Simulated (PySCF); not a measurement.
# `O=C(Cl)/C=C/F`, C$_{3}$H$_{2}$ClFO

Molfile (atoms numbered from 1):
```
C3H2ClFO
     RDKit          3D

  8  7  0  0  0  0  0  0  0  0999 V2000
    1.4120   -1.2763    0.3690 O   0  0  0  0  0  0  0  0  0  0  0  0
    1.1009   -0.3777   -0.3456 C   0  0  0  0  0  0  0  0  0  0  0  0
    2.1919    0.1887   -1.6368 Cl  0  0  0  0  0  0  0  0  0  0  0  0
   -0.1473    0.3898   -0.3083 C   0  0  0  0  0  0  0  0  0  0  0  0
   -1.0536    0.0718    0.6229 C   0  0  0  0  0  0  0  0  0  0  0  0
   -2.1956    0.7062    0.7375 F   0  0  0  0  0  0  0  0  0  0  0  0
   -0.3183    1.1960   -1.0218 H   0  0  0  0  0  0  0  0  0  0  0  0
   -0.9141   -0.7316    1.3538 H   0  0  0  0  0  0  0  0  0  0  0  0
  1  2  2  0
  2  3  1  0
  2  4  1  0
  4  5  2  0
  5  6  1  0
  4  7  1  0
  5  8  1  0
M  END
```

Method: PySCF 2.14.0, GIAO CAM-B3LYP/pcSseg-1 magnetisability, rotational g tensor and spin-rotation constants, non-relativistic, gas phase. Geometry: PBE0-D3(BJ)/def2-SVP.

(1) Give the nuclear spin-rotation constants along the inertial axes (H = +C I·J) beside the isotropic shieldings.

(2) How do the rotational constants and the g tensor change when H7, H8 are replaced by deuterium?

## Answers

(1) Rotational constants 7.7672, 1.3544, 1.1533 GHz. A star marks the isotopologue with that one atom substituted, in its own axes.
| atom | isotope | Caa (kHz) | Cbb (kHz) | Ccc (kHz) | mean (kHz) | σ (ppm) |
| --- | --- | --- | --- | --- | --- | --- |
| Cl3 | 35Cl | 1.642 | 0.730 | 0.581 | 0.984 | 442.9 |
| F6 | 19F | 13.693 | 2.093 | 0.118 | 5.301 | 272.4 |
| H7 | 1H | -0.815 | 0.136 | -0.142 | -0.274 | 25.4 |
| H8 | 1H | -0.701 | 0.132 | -0.123 | -0.231 | 23.6 |
| O1 | 17O* | -4.510 | -1.112 | -0.112 | -1.911 | -218.9 |
| C2 | 13C* | 4.288 | 0.442 | 0.327 | 1.686 | 5.4 |
| C4 | 13C* | 2.472 | 0.542 | 0.223 | 1.079 | 62.5 |
| C5 | 13C* | 3.277 | 0.674 | 0.291 | 1.414 | 2.8 |

For the geometry as given, no vibrational averaging.

(2) Constants 7.3237, 1.3398, 1.1326 GHz; g -0.0820, -0.0219, -0.0126, against -0.0869, -0.0221, -0.0127 before.
